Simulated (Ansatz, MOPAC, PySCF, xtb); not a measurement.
Pair of molecules: CH4O (SMILES CO) (first 6 atoms) with CH4O (SMILES CO); geometry from S66by8 set.
(charge 0, multiplicity 1):
```xyz
12

O     -1.6989     0.3308    -0.0909
H     -0.7547     0.3070    -0.2951
C     -2.2148    -0.9572    -0.3563
H     -3.2727    -0.9422    -0.1076
H     -2.1194    -1.2386    -1.4077
H     -1.7376    -1.7322     0.2490
O      1.6619     0.2117    -0.4076
H      2.1307     0.8261    -0.9772
C      2.1707     0.3687     0.9142
H      1.6172    -0.3195     1.5443
H      3.2297     0.1182     0.9709
H      2.0183     1.3794     1.2920
```

Counterpoise-corrected where a basis set is named; no monomer relaxation. Rows marked so take none.

Rows in 3-21G carry no dispersion term and start afresh at each structure. The state that PM3 reach isn't checked.

Run with Ansatz (a quantum-chemistry and plane-wave program); MOPAC for PM3 (differences of heats of formation); PySCF for 3-21G rows, the dispersion terms; xtb for the GFN methods. Values without a source in brackets are computed.

Problem. One of these levels gives -151.8 meV for the interaction energy. Which?
(A) PM3
(B) GFN2-xTB
(C) PBE-D4/def2-TZVPPD
(D) B3LYP/3-21G (no counterpoise)

Solution. B, GFN2-xTB. The others give -61.1 (PM3), -186.7 (PBE-D4/def2-TZVPPD), -339.1 (B3LYP/3-21G (no counterpoise))
